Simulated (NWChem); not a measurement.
Correlation energy of Na (+1)

SMILES: [Na+]
```xyz
1

Na     0.0000     0.0000     0.0000
```
Charge +1, spin multiplicity 1.

Program: NWChem.

Basis set: STO-3G. Each correlation energy counts from its own Hartree-Fock reference.

The correlated methods keep 1 core orbital frozen. Coupled-cluster values serve here as a point of comparison, not as the truth.

Problem. Order these methods by the correlation energy they give, lowest first: CCSD+T(CCSD), CCSD, MP2, SCS-MP2.

Solution. CCSD+T(CCSD) (-41.0 mHa), CCSD (-39.1 mHa), MP2 (-38.0 mHa), SCS-MP2 (-36.5 mHa)
